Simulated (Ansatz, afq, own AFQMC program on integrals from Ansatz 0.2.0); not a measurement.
# AFQMC, coupled cluster and functionals along a coordinate of BSiH₄, doublet

```xyz
6

Si    0.0000    0.0000    0.5624
B     0.0000    0.0000   -1.3599
H     0.0000    1.2187    1.4093
H     0.0000   -1.2187    1.4093
H     0.0000    1.0370   -1.9521
H     0.0000   -1.0370   -1.9521
```

The Si1–B2 distance is changed with both sides rigid. Energies in kcal/mol count from this geometry (1.922 Å) at the same level; the start stands on UHF, each point on the determinant named.

Basis 6-31G. Noble-gas cores (and the filled d shells of Ga–Kr and In–Xe) are frozen. Ansatz 0.2.0 and our own AFQMC program on the same integrals; the CISD trial comes from CCSD amplitudes, and released means the phaseless constraint is let go. Uncertainties: one standard error, sampling alone.

Cautions, each for one point or more: higher spins were not checked; raised T1 diagnostic; strong correlation; unrestricted determinant spin contaminated; walk and cluster series may follow different spin states.

| r(Si1–B2) / Å | det. | T1 | weight | ⟨S²⟩ | PBE0 | CCSD | CCSD(T) |
| --- | --- | --- | --- | --- | --- | --- | --- |
| 1.700 | UHF | 0.012 | 0.92 | 0.76 | 16.9 | 20.0 | 20.1 |
| 2.106 | UHF | 0.020 | 0.91 | 0.76 | 3.7 | 1.8 | 1.7 |
| 2.695 | UHF | 0.044 | 0.85 | 0.92 | 44.3 | 37.2 | 36.7 |
| 3.510 | UHF¶ | 0.041 | 0.83 | 1.61 | 87.4§ | 74.9 | 74.8 |
| 5.283 | UHF¶ | 0.090 | 0.75 | 1.29 | 92.3§ | 79.4 | 80.2 |

(1) Estimate the curve of phaseless AFQMC with a CISD trial, counted from the same start.

Results:

(1) 
| r(Si1–B2) / Å | det. | T1 | weight | ⟨S²⟩ | ph-AFQMC/CISD | released AFQMC | CCSDT(Q) |
| --- | --- | --- | --- | --- | --- | --- | --- |
| 1.700 | UHF | 0.012 | 0.92 | 0.76 | 19.9 ± 0.2 | – | 20.1 |
| 2.106 | UHF | 0.020 | 0.91 | 0.76 | 1.5 ± 0.2 | – | 1.6 |
| 2.695 | UHF | 0.044 | 0.85 | 0.92 | 36.4 ± 0.3 | 36.7 ± 0.3* | 36.2 |
| 3.510 | UHF¶ | 0.041 | 0.83 | 1.61 | 73.7 ± 0.2 | 73.6 ± 0.4* | 73.2 |
| 5.283 | UHF¶ | 0.090 | 0.75 | 1.29 | 80.3 ± 0.2 | 80.3 ± 0.3* | 80.3 |

Weight is that of the determinant in the CISD state; at the start T1 is 0.017 and the weight 0.91, and ⟨S²⟩ is 0.76. ¶ marks points with a poor determinant and no full CI, where no value is sure; they don't count among the departures. An asterisk marks released energies that aren't shown to be converged. Symmetry can't show for every point that it stays on the start's state. A dash marks a missing value, a released energy that hasn't settled or a functional that sits on another state. § marks a functional whose ⟨S²⟩ is too high by over 0.1. Largest departures from phaseless AFQMC with a CISD trial: CCSD(T) 0.4 kcal/mol at 2.695 (on UHF) (within the noise), CCSDT(Q) 0.2 kcal/mol at 1.700 (on UHF) (within the noise), PBE0 7.9 kcal/mol at 2.695, CCSD 0.8 kcal/mol at 2.695 (on UHF). The walk's constraint bias lies outside its error bars, so these are departures and not errors. Functionals count only at points shown to share the start's state and spin. In this small basis the wave-function levels are far from their limit, so their gap to the functionals isn't the functionals' error.

CCSDT and higher add their correlation energy to the determinant of the CCSD(T) run, since their own runs factorise the integrals more tightly (a shift of under 2 meV). A walk keeps the symmetry of its determinant, which the program's search chose and which needn't be the lowest solution, so a lower state of the same spin and another symmetry isn't excluded.
